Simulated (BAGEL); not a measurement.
**triplet LiH at 6 levels**

Aim: a comparison of 6 runs (UHF/3-21G, ROHF/6-31G*, UHF/6-31G*, ROHF/cc-pVTZ, CASPT2(2,5)/cc-pVTZ, FCI/STO-3G) of triplet LiH. 

Program for the calculation: BAGEL 1.2.2.

17 further runs of the same task are left out: 17 set aside as unsound or not needed.

## (1) The molecule

The species is LiH (2 atoms), meant as a triplet with charge 0. SMILES of the parent species: `[LiH]`. The bond length is the one measured for the parent species. That shape belongs to the parent species and isn't relaxed for this state.

Bond lengths: Li1–H2 1.596 Å.

## (2) A single-point energy at UHF/3-21G (density fitting with qzvpp-jkfit) (run 1)

Contents of job.json:

```json
{ "bagel" : [

{
  "title" : "molecule",
  "basis" : "3-21g",
  "df_basis" : "qzvpp-jkfit",
  "angstrom" : true,
  "geometry" : [
    { "atom" : "Li", "xyz" : [    0.000000,    0.000000,    0.000000 ] },
    { "atom" : "H", "xyz" : [    0.000000,    0.000000,    1.595700 ] }
  ]
},
{
  "title" : "uhf",
  "nopen" : 2
},
{
  "title" : "print",
  "file" : "orbitals.molden",
  "orbitals" : true
}

]}
```

Started as:

```bash
BAGEL_NUM_THREADS=1 BAGEL job.json > job.out
```

Log:

```text
* using 1 threads per process

  ===============================================================
  ===============================================================

  *** Geometry ***

  { "atom" : "Li", "xyz" : [      0.000000,      0.000000,      0.000000 ] },
  { "atom" : "H", "xyz" : [      0.000000,      0.000000,      3.015436 ] },

  Number of auxiliary basis functions:       69

  Since a DF basis is specified, we compute 2- and 3-index integrals:
    o Being stored without compression. Storage requirement is 0.000 GB

  Number of basis functions:       11
  Number of electrons      :        4

    * METHOD: MOLECULE                             0.02

  *** Open-shell HF ***

  === Nuclear Repulsion ===
     0.9948810127

      * DIIS with orbital gradients will be used.

  === UHF iteration (3-21g) ===
      0         -7.82601910          0.03598146           0.00
      1         -7.84226454          0.01197243           0.00
      2         -7.84466063          0.00411416           0.00
      3         -7.84518849          0.00040863           0.00
      4         -7.84521625          0.00006739           0.00
      5         -7.84521694          0.00001225           0.00
      6         -7.84521695          0.00000320           0.00
      7         -7.84521695          0.00000053           0.00
      8         -7.84521695          0.00000007           0.00
      9         -7.84521695          0.00000002           0.00
     10         -7.84521695          0.00000000           0.00
    * SCF iteration converged.

    * S^2 (UHF) is 2.0000

    * Permanent dipole moment:
           (    0.000000,     0.000000,    -1.822081) a.u.

    * METHOD: UHF                                  0.03

    * METHOD: PRINT                                0.00

  ===============================================================
```

Run time: 0.3 s. Hardware: 1 thread of Intel Xeon Platinum 8488C (Sapphire Rapids), shared host.

## (3) The energy at ROHF/6-31G(d) (density fitting with qzvpp-jkfit, spherical functions) (run 2)

Contents of job.json:

```json
{ "bagel": [

{
  "title": "molecule",
  "basis": "6-31gs.json",
  "df_basis": "qzvpp-jkfit",
  "angstrom": true,
  "geometry": [
    { "atom": "Li", "xyz": [       0.000000,       0.000000,       0.000000 ] },
    { "atom": "H", "xyz": [       0.000000,       0.000000,       1.595700 ] }
  ]
},

{
  "title": "rohf",
  "nopen": 2
},

{
  "title": "print",
  "file": "orbitals.molden",
  "orbitals": true
}

]}
```

The basis set 6-31G* is read from a file made from the Basis Set Exchange's data (not shown).

Started as:

```bash
BAGEL_NUM_THREADS=1 BAGEL job.json > job.out
```

Log:

```text
* using 1 threads per process

  ===============================================================
  ===============================================================

  *** Geometry ***

  { "atom" : "Li", "xyz" : [      0.000000,      0.000000,      0.000000 ] },
  { "atom" : "H", "xyz" : [      0.000000,      0.000000,      3.015436 ] },

  Number of auxiliary basis functions:       69

  Since a DF basis is specified, we compute 2- and 3-index integrals:
    o Being stored without compression. Storage requirement is 0.000 GB

  Number of basis functions:       16
  Number of electrons      :        4

    * METHOD: MOLECULE                             0.01

  *** Open-shell HF ***

  === Nuclear Repulsion ===
     0.9948810127

      * DIIS with orbital gradients will be used.

  === ROHF iteration (6-31gs.json) ===
      0         -7.87588784          0.02861824           0.00
      1         -7.89296424          0.00943944           0.00
      2         -7.89519561          0.00314148           0.00
      3         -7.89559092          0.00016769           0.00
      4         -7.89560228          0.00004719           0.00
      5         -7.89560287          0.00000675           0.00
      6         -7.89560288          0.00000191           0.00
      7         -7.89560288          0.00000035           0.00
      8         -7.89560288          0.00000005           0.00
      9         -7.89560288          0.00000001           0.00
     10         -7.89560288          0.00000000           0.00
    * SCF iteration converged.

    * S^2 (ROHF) is 2.0000

    * Permanent dipole moment:
           (    0.000000,     0.000000,    -1.716745) a.u.

    * METHOD: ROHF                                 0.03

    * METHOD: PRINT                                0.00

  ===============================================================
```

It took 0.3 s on 1 thread of Intel Xeon Platinum 8488C (Sapphire Rapids), shared host.

Run 3 isn't shown in full; the table further down has it.

## (4) The energy at ROHF/cc-pVTZ (density fitting with qzvpp-jkfit) (run 4)

Contents of input.json:

```json
{ "bagel": [

{
  "title": "molecule",
  "basis": "cc-pvtz.json",
  "df_basis": "qzvpp-jkfit",
  "angstrom": true,
  "geometry": [
    { "atom": "Li", "xyz": [       0.000000,       0.000000,       0.000000 ] },
    { "atom": "H", "xyz": [       0.000000,       0.000000,       1.595700 ] }
  ]
},

{
  "title": "rohf",
  "charge": 0,
  "nopen": 2
},

{
  "title": "print",
  "file": "orbitals.molden",
  "orbitals": true
}

]}
```

The basis set cc-pVTZ is read from a file made from the Basis Set Exchange's data (not shown).

Started as:

```bash
BAGEL_NUM_THREADS=1 BAGEL input.json > input.out
```

Log:

```text
* using 1 threads per process

  ===============================================================
  ===============================================================

  *** Geometry ***

  { "atom" : "Li", "xyz" : [      0.000000,      0.000000,      0.000000 ] },
  { "atom" : "H", "xyz" : [      0.000000,      0.000000,      3.015436 ] },

  Number of auxiliary basis functions:       69

  Since a DF basis is specified, we compute 2- and 3-index integrals:
    o Being stored without compression. Storage requirement is 0.001 GB

  Number of basis functions:       44
  Number of electrons      :        4

    * METHOD: MOLECULE                             0.02

  *** Open-shell HF ***

  === Nuclear Repulsion ===
     0.9948810127

      * DIIS with orbital gradients will be used.

  === ROHF iteration (cc-pvtz.json) ===
      0         -7.85901208          0.01818865           0.00
      1         -7.89562734          0.00619175           0.00
      2         -7.90116729          0.00223008           0.00
      3         -7.90247198          0.00034429           0.00
      4         -7.90254921          0.00007492           0.00
      5         -7.90255220          0.00002085           0.00
      6         -7.90255233          0.00000634           0.00
      7         -7.90255235          0.00000060           0.00
      8         -7.90255235          0.00000016           0.00
      9         -7.90255235          0.00000004           0.00
     10         -7.90255235          0.00000001           0.00
     11         -7.90255235          0.00000000           0.00
    * SCF iteration converged.

    * S^2 (ROHF) is 2.0000

    * Permanent dipole moment:
           (    0.000000,     0.000000,    -1.778197) a.u.

    * METHOD: ROHF                                 0.04

    * METHOD: PRINT                                0.01

  ===============================================================
```

Wall time 0.34 s (1 thread of Intel Xeon Platinum 8488C (Sapphire Rapids), shared host).

Run 5 isn't shown in full; the table further down has it.

## (5) The energy at FCI/STO-3G (density fitting with qzvpp-jkfit) (run 6)

Contents of calc.json:

```json
{ "bagel": [

{
  "title": "molecule",
  "basis": "sto-3g",
  "df_basis": "qzvpp-jkfit",
  "angstrom": true,
  "geometry": [
    { "atom": "Li", "xyz": [       0.000000,       0.000000,       0.000000 ] },
    { "atom": "H", "xyz": [       0.000000,       0.000000,       1.595700 ] }
  ]
},

{
  "title": "hf"
},

{
  "title": "fci",
  "nstate": 1,
  "nspin": 2
}

]}
```

Started as:

```bash
BAGEL_NUM_THREADS=1 BAGEL calc.json > calc.out
```

Log:

```text
* using 1 threads per process

  ===============================================================
  ===============================================================

  *** Geometry ***

  { "atom" : "Li", "xyz" : [      0.000000,      0.000000,      0.000000 ] },
  { "atom" : "H", "xyz" : [      0.000000,      0.000000,      3.015436 ] },

  Number of auxiliary basis functions:       69

  Since a DF basis is specified, we compute 2- and 3-index integrals:
    o Being stored without compression. Storage requirement is 0.000 GB

  Number of basis functions:        6
  Number of electrons      :        4

    * METHOD: MOLECULE                             0.03

  *** RHF ***

  === Nuclear Repulsion ===
     0.9948810127

      * DIIS with orbital gradients will be used.

  === RHF iteration (sto-3g) ===
      0         -7.85286175          0.01914466           0.00
      1         -7.86097883          0.00581467           0.00
      2         -7.86189372          0.00240123           0.00
      3         -7.86208745          0.00009574           0.00
      4         -7.86208765          0.00001216           0.00
      5         -7.86208765          0.00000076           0.00
      6         -7.86208765          0.00000000           0.00
    * SCF iteration converged.

    * Permanent dipole moment:
           (    0.000000,    -0.000000,     1.911214) a.u.

    * METHOD: HF                                   0.04

  ---------------------------
        FCI calculation
  ---------------------------

  Performs exactly the same way as Knowles & Handy 1984 CPL

  o alpha-beta strings
      length:            26
  o size of the space
      determinant space:  120
      spin-adapted space: 105

  o single displacement lists (alpha)
      length:           240
  o single displacement lists (beta)
      length:            36
 Constructing space of all determinants that can formed by removing 1 electron from 3 alpha and 1 beta electrons.

 Space is made up of 4 determinants.
  o forming links

     guess   0:   closed 1.....               open .11...

  === FCI iteration ===

      0  0        -7.72192624     1.48e-02      0.00
      1  0        -7.76612572     1.63e-03      0.00
      2  0        -7.76652820     1.49e-04      0.00
      3  0        -7.76652885     7.64e-06      0.00
      4  0        -7.76652885     4.05e-07      0.00
      5  0        -7.76652885     2.58e-08      0.00
      6  0        -7.76652885     1.46e-09      0.00
      7  0 *      -7.76652885     8.00e-11      0.00

     * ci vector, state   0, <S^2> = 2.0000
       2aa...    -0.9613693211
       2.a..a     0.2349056311
       2a...a     0.1425361908

    * METHOD: FCI                                  0.00

  ===============================================================
```

Run time: 0.36 s. Hardware: 1 thread of Intel Xeon Platinum 8488C (Sapphire Rapids), shared host.

## (6) Overview of the runs

| run | level | iteration cap | active rule | energy (Eh) | dipole moment (D) | ⟨S²⟩ | wall time |
| --- | --- | --- | --- | --- | --- | --- | --- |
| 1 | UHF/3-21G (density fitting with qzvpp-jkfit) | – | – | -7.845217 | 4.63 | 2.000 | 0.3 s |
| 2 | ROHF/6-31G* (density fitting with qzvpp-jkfit, spherical functions) | – | – | -7.895603 | 4.36 | 2.000 | 0.3 s |
| 3 | UHF/6-31G* (density fitting with qzvpp-jkfit, spherical functions) | – | – | -7.895609 | 4.36 | 2.000 | 0.3 s |
| 4 | ROHF/cc-pVTZ (density fitting with qzvpp-jkfit) | – | – | -7.902552 | 4.52 | 2.000 | 0.34 s |
| 5 | CASPT2(2,5)/cc-pVTZ (density fitting with qzvpp-jkfit) | 200 | valence | -7.915611 | – | – | 1.1 s |
| 6 | FCI/STO-3G (density fitting with qzvpp-jkfit) | – | – | -7.766529 | – | – | 0.36 s |

## (7) Summary of results

```
           quantity        value
run 6: total energy  -7.76653 Eh
```

What this shows: Over runs 1, 2, 3, 4 the dipole moment (its size) runs from 4.36 D (ROHF/6-31G*) to 4.63 D (UHF/3-21G). The two ends differ in method and basis. In run 6 the basis is minimal, so the values are rough. All runs together took 2.7 s, the longest 1.1 s.
